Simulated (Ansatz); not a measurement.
Geometry optimisation, RHF/cc-pVDZ (Ansatz).

Input:

```yaml
crystal:
  periodic: [false, false, false]
  atoms:
    - { symbol: Si, position_ang: [0.0, 0.0, 0.0] }
    - { symbol: H, position_ang: [0.0, 0.0, 1.46] }
    - { symbol: Cl, position_ang: [2.0086, 0.0, -0.7093] }
    - { symbol: H, position_ang: [-0.6877, 1.1914, -0.4862] }
    - { symbol: H, position_ang: [-0.6877, -1.1914, -0.4862] }
basis:
  gaussian: { orbitals: cc-pVDZ }
hamiltonian:
  xc: hf
relax:
  f_tol: 0.02
  max_steps: 40
```

Command:

```bash
$ ansatz run input.yaml --threads 1 --pin off --max-ram 2048MiB --backend cpu --events-out ev --progress --plain --runs-dir out
```

Problem. Where does it end, and by what steps?

Solution. The run converged. After 4 steps the energy has fallen by 0.037 eV; Cl3 moved furthest, 0.05 Å.

```json
{"step": "0", "energy less start (eV)": "0.0000", "largest force component (eV/Å)": "0.718", "accepted": "yes"}
{"step": "1", "energy less start (eV)": "-0.0244", "largest force component (eV/Å)": "0.374", "accepted": "yes"}
{"step": "2", "energy less start (eV)": "-0.0364", "largest force component (eV/Å)": "0.134", "accepted": "yes"}
{"step": "3", "energy less start (eV)": "-0.0368", "largest force component (eV/Å)": "0.038", "accepted": "yes"}
{"step": "4", "energy less start (eV)": "-0.0368", "largest force component (eV/Å)": "0.001", "accepted": "yes"}
```

```xyz
5
Properties=species:S:1:pos:R:3
Si -0.009 0.000 0.004
H 0.028 0.000 1.481
Cl 1.962 0.000 -0.693
H -0.674 1.217 -0.507
H -0.674 -1.217 -0.507
```

Run time: 2.5 s on 1 thread of Intel(R) Xeon(R) 6975P-C (Granite Rapids) (shared host), peak memory 0.11 GiB.
